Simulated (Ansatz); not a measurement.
A nudged elastic band was laid between two geometries of CH5OSi (8 atoms, charge -1, multiplicity 1).

Computed with Ansatz 0.2.0, RKS PBE/def2-SVP.

```json
{
 "movable images": "5",
 "climbing image": "yes",
 "spring": "5.0 eV/Å²",
 "optimiser": "quadratic models (default)",
 "start path": "through a guess of the saddle point",
 "force threshold": "0.2 eV/Å",
 "iteration limit": "60",
 "end points": "relaxed"
}
```

Image 0:

```xyz
8
Properties=species:S:1:pos:R:3
C -0.558 0.786 -0.492
Si 0.980 -0.426 -0.175
O 0.190 -1.593 0.942
H -1.269 0.373 -1.245
H -0.206 1.768 -0.888
H -1.146 0.990 0.435
H 1.614 0.548 0.900
H 0.395 -2.445 0.522
```

Image 6:

```xyz
8
Properties=species:S:1:pos:R:3
C -0.522 0.681 -0.475
Si 1.168 -0.378 -0.373
O 0.479 -1.852 0.366
H -1.176 0.311 -1.299
H -0.321 1.759 -0.685
H -1.138 0.644 0.460
H 1.649 0.406 0.939
H -0.138 -1.571 1.069
```

Q: Which bonds break or form, and what moves?

A: No bond is made or broken. The dihedral H7–Si2–O3–H8 goes from -138 to 51°.

Q: What energy profile does the band end with?

A: The run converged. The highest image is number 3 of 0 to 6, 3.6 kcal/mol above the first end and 2.8 kcal/mol above the last; the last end lies 0.7 kcal/mol above the first. The threshold of 0.2 eV/Å is loose, so the images may lie well off the minimum-energy path. Another band between the same ends (5 images) ends at a top of the same energy, where a vibrational analysis finds 1 clearly imaginary mode. Limits of this set-up: an anion without diffuse functions, the dipole of an ion depends on the origin.

```json
{"image": "0", "path coordinate (Å)": "0.00", "energy (kcal/mol)": "0.0", "dihedral H7–Si2–O3–H8 (°)": "-138"}
{"image": "1", "path coordinate (Å)": "0.41", "energy (kcal/mol)": "0.6", "dihedral H7–Si2–O3–H8 (°)": "-104"}
{"image": "2", "path coordinate (Å)": "0.81", "energy (kcal/mol)": "2.4", "dihedral H7–Si2–O3–H8 (°)": "-71"}
{"image": "3", "path coordinate (Å)": "1.22", "energy (kcal/mol)": "3.6", "dihedral H7–Si2–O3–H8 (°)": "-35"}
{"image": "4", "path coordinate (Å)": "1.61", "energy (kcal/mol)": "2.5", "dihedral H7–Si2–O3–H8 (°)": "2"}
{"image": "5", "path coordinate (Å)": "2.01", "energy (kcal/mol)": "1.2", "dihedral H7–Si2–O3–H8 (°)": "30"}
{"image": "6", "path coordinate (Å)": "2.41", "energy (kcal/mol)": "0.7", "dihedral H7–Si2–O3–H8 (°)": "51"}
```

Q: What is the geometry of the highest image?

A: 
```xyz
8
Properties=species:S:1:pos:R:3:forces:R:3
C -0.563 0.799 -0.530 0.01 0.00 -0.02
Si 0.974 -0.445 -0.362 0.01 0.02 0.00
O 0.088 -1.794 0.445 -0.04 -0.01 -0.03
H -1.225 0.505 -1.377 -0.02 0.00 -0.01
H -0.214 1.836 -0.747 0.01 0.01 0.00
H -1.196 0.831 0.388 -0.01 0.00 0.00
H 1.524 0.292 0.951 0.00 -0.02 0.01
H 0.610 -2.023 1.232 0.04 0.00 0.04
```

Time of the run: 3.9 min on 1 CPU thread of a shared host.
